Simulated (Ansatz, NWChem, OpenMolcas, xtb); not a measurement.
# How methods differ on BH3S (SMILES BS)

BH3S has 5 atoms, charge 0, and is taken as a singlet. As SMILES, `BS`. The coordinates come from a PBE0-D4/def2-TZVP relaxation.

Each level gives the vertical ionisation energy (to the doublet cation) (eV). The values are calculated.

```json
{"level": "GFN2-xTB", "kind": "semi-empirical", "program": "xtb", "value (eV)": "14.93", "CPU time (all runs)": "under 2 s"}
{"level": "GFN1-xTB", "kind": "semi-empirical", "program": "xtb", "value (eV)": "16.00", "CPU time (all runs)": "under 2 s"}
{"level": "HF/STO-3G", "kind": "Hartree–Fock", "program": "OpenMolcas", "value (eV)": "7.42", "CPU time (all runs)": "5.5 s"}
{"level": "HF/STO-3G, open shells restricted", "kind": "Hartree–Fock", "program": "OpenMolcas", "value (eV)": "7.46", "CPU time (all runs)": "5.3 s"}
{"level": "SVWN5/STO-3G", "kind": "LDA", "program": "Ansatz", "value (eV)": "9.31", "CPU time (all runs)": "2.3 s"}
{"level": "BLYP/STO-3G", "kind": "GGA", "program": "Ansatz", "value (eV)": "9.05", "CPU time (all runs)": "2.9 s"}
{"level": "PBE/STO-3G", "kind": "GGA", "program": "Ansatz", "value (eV)": "9.22", "CPU time (all runs)": "3.1 s"}
{"level": "revPBE/STO-3G", "kind": "GGA", "program": "Ansatz", "value (eV)": "9.19", "CPU time (all runs)": "3 s"}
{"level": "r2SCAN/STO-3G", "kind": "meta-GGA", "program": "Ansatz", "value (eV)": "9.15", "CPU time (all runs)": "5.9 s"}
{"level": "B3LYP/6-31+G* (spherical functions)", "kind": "global hybrid", "program": "NWChem", "value (eV)": "11.75", "CPU time (all runs)": "15 s"}
```

The values span 7.42 to 16.00 eV. The xTB values lack the empirical shift that such differences need. CPU times are rough (shared hosts, several kinds of processor and program).
